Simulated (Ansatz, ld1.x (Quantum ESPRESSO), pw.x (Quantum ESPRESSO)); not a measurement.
**Equation-of-state test of one TM potential (Sc)**

```json
{
  "Element": "scandium (Sc)",
  "Generator": "ld1.x (Quantum ESPRESSO) 7.5",
  "Type": "norm-conserving Troullier–Martins (Kleinman–Bylander form)",
  "Functional": "LDA (PW92)",
  "Relativity": "scalar-relativistic",
  "Frozen core": "[Ar]",
  "Valence charge": "3",
  "Reference configuration": "3d1 4s2 4p0",
  "Partial waves": "4s (bound): rc 2.60 bohr; 4p (bound, empty): rc 3.60 bohr; 3d (bound): rc 2.20 bohr",
  "Local potential": "all-electron potential smoothed inside 2.55 bohr (lloc = -1)",
  "Core correction": "Bessel-smoothed model core inside 2.25 bohr"
}
```

Crystal test: fcc Sc in pw.x 7.5, no spin, 13³ k-points, Fermi–Dirac smearing 0.01 Ry, cutoffs 60/240 Ry. The reference is all-electron LAPW (Ansatz 0.2.0) with the same functional, mesh and smearing; V0 and B0 come from Birch–Murnaghan fits to the pressures at five volumes. Errors are pseudo minus all-electron; Δ is the rms difference of the E(V) curves that follow from these fits, minima aligned, over ±6 % about the mean V0. Mesh and smearing are coarse, so the numbers serve the comparison and aren't converged zero-temperature values; the lattice is a test structure that the element need not adopt.

All-electron: a0 = 4.485 Å (V0 = 22.56 Å³/atom), B0 = 56.8 GPa.

Q: How far does the potential miss the all-electron equation of state?

A: mean pressure error (GPa): -0.66; a0 (Å): 4.468; a0 error (%): -0.38; B0 error (%): +4.7; Δ (meV/atom): 3.2. The largest radius (3.60 bohr) exceeds half the bond length (3.00 bohr), so the spheres overlap, which is one possible source of error among others. The logarithmic derivative shows an extra or strongly shifted pseudo pole above the reference energy (s near 0.67 Ry).

| V (Å³/atom) | P all-electron (GPa) | P pseudo (GPa) |
| --- | --- | --- |
| 21.427 | 3.16 | 2.52 |
| 21.991 | 1.50 | 0.84 |
| 22.555 | 0.00 | -0.67 |
| 23.119 | -1.35 | -2.03 |
| 23.683 | -2.57 | -3.25 |

Q: At the middle volume, how do free energy and pressure move when the wave cutoff is lowered (ecutrho kept at four times it)?

A:

```csv
cutoff (Ry),shift of F (meV/atom),shift of P (GPa)
27,+1285.6,-22.78
36,+204.1,-7.84
48,+5.7,-0.47
```

The run at the middle volume (84 k-points, 7 iterations) took about 9.1 s on one core of a shared host (Neoverse-V1, 32 threads, 247 GiB, load 16).
